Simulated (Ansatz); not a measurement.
**A ladder of methods for SiH2OF (SMILES O[SiH]F)**

The species is SiH2OF (5 atoms), meant as a doublet with charge 0. As SMILES, `O[SiH]F`. Geometry: optimised at B3LYP/def2-SVP. This is one conformer, not always the lowest.

```xyz
5

O    -0.6230   -0.9017   -0.2750
Si    0.2935    0.2441    0.5038
F     0.2015    1.6703   -0.2904
H    -1.5760   -0.7647   -0.3460
H     1.7040   -0.2480    0.4076
```

Quantity: the dissociation energy of the F3–Si2 bond into doublet F and singlet SiH2O (shapes relaxed at B3LYP/def2-SVP, no zero-point term), in eV. The values are calculated.

```json
{"level": "USVWN5/def2-TZVPP", "kind": "LDA", "program": "Ansatz", "value (eV)": "6.15", "less CCSD(T)/def2-TZVPP": "+1.08", "CPU time (all runs)": "1.9 s"}
{"level": "UPBE/def2-TZVPP", "kind": "GGA", "program": "Ansatz", "value (eV)": "5.40", "less CCSD(T)/def2-TZVPP": "+0.33", "CPU time (all runs)": "3.6 s"}
{"level": "UPBE0-D4/def2-TZVPP", "kind": "global hybrid", "program": "Ansatz", "value (eV)": "5.27", "less CCSD(T)/def2-TZVPP": "+0.20", "CPU time (all runs)": "4.1 s"}
{"level": "UCAM-B3LYP/def2-TZVPP", "kind": "range-separated hybrid", "program": "Ansatz", "value (eV)": "5.31", "less CCSD(T)/def2-TZVPP": "+0.24", "CPU time (all runs)": "4.8 s"}
{"level": "UB2PLYP/def2-TZVPP", "kind": "double hybrid", "program": "Ansatz", "value (eV)": "5.23", "less CCSD(T)/def2-TZVPP": "+0.16", "CPU time (all runs)": "6.4 s"}
{"level": "RPA@PBE/def2-TZVPP", "kind": "RPA", "program": "Ansatz", "value (eV)": "4.59", "less CCSD(T)/def2-TZVPP": "-0.48", "CPU time (all runs)": "6.7 s"}
{"level": "UMP2/def2-TZVPP", "kind": "perturbation theory", "program": "Ansatz", "value (eV)": "5.54", "less CCSD(T)/def2-TZVPP": "+0.47", "CPU time (all runs)": "2.5 s"}
{"level": "UCCSD(T)/def2-TZVPP", "kind": "coupled cluster or CI", "program": "Ansatz", "value (eV)": "5.07", "less CCSD(T)/def2-TZVPP": "0.00", "CPU time (all runs)": "56 s"}
```

UCCSD(T)/def2-TZVPP is the highest level here, not the true value. The values span 4.59 to 6.15 eV. A fragment with an even electron count was run as a singlet and may have a lower triplet. Measured bond enthalpies also hold zero-point and thermal terms, a few tenths of an eV less. Times are those of the runs behind each value, whatever else they computed, on shared processors of several kinds: orders of magnitude only.
